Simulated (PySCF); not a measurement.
## C$_{3}$H$_{5}$Cl: calculation and literature

Molfile (atoms numbered from 1):
```
C3H5Cl
     RDKit          3D

  9  8  0  0  0  0  0  0  0  0999 V2000
   -1.2913   -0.1902    0.5436 C   0  0  0  0  0  0  0  0  0  0  0  0
   -0.2521    0.4914    0.0849 C   0  0  0  0  0  0  0  0  0  0  0  0
    0.9295   -0.1484   -0.5429 C   0  0  0  0  0  0  0  0  0  0  0  0
    2.4257    0.2265    0.3745 Cl  0  0  0  0  0  0  0  0  0  0  0  0
   -2.1497    0.3074    0.9784 H   0  0  0  0  0  0  0  0  0  0  0  0
   -1.3205   -1.2743    0.4973 H   0  0  0  0  0  0  0  0  0  0  0  0
   -0.2305    1.5755    0.1516 H   0  0  0  0  0  0  0  0  0  0  0  0
    1.1040    0.2237   -1.5527 H   0  0  0  0  0  0  0  0  0  0  0  0
    0.8343   -1.2330   -0.5696 H   0  0  0  0  0  0  0  0  0  0  0  0
  1  2  2  0
  2  3  1  0
  3  4  1  0
  1  5  1  0
  1  6  1  0
  2  7  1  0
  3  8  1  0
  3  9  1  0
M  END
```

Non-relativistic Hamiltonian, in vacuum, one averaged value for each set of equivalent atoms, a single conformation. KT3/pcSseg-2 with gauge-including orbitals; PBE0-D3(BJ)/def2-TZVP geometry; PySCF 2.14.0 with density-fitted response routines.

Reference values: estimated from measurements, as parent shift plus tabulated substituent increment (solution, not stated per compound (mostly CDCl3 or CCl4); Pretsch, Buehlmann, Badertscher, Structure Determination of Organic Compounds, 4th ed. (2009)).
```tsv
atoms	quantity	reference	computed	computed, scaled
C2	δ ¹³C	133.5	138.8	140.5
C1	δ ¹³C	117.3	116.5	117.3
```

Computed shifts are σ(ref) − σ with the named reference compound (TMS for H and C) calculated as an isolated molecule at the same level. The measured values may be among those fitted. Shieldings were converted by linear fits to measured shifts (mostly CDCl3, TMS scale, for H and C): ¹³C (scatter 3.0 ppm rms, 3.0 ppm with the 1 outlier that the fit left out, with a fitted term for attached Cl). Occasional misses reach two or three times the rms, and more in compound classes unlike the fitted ones.

Task: How far are the unscaled ¹³C shifts from the references?

Result: Mean signed difference +2.25 ppm, mean absolute 3.05 ppm over 2 comparisons; the largest is +5.3 ppm at C2 (alkene CH).
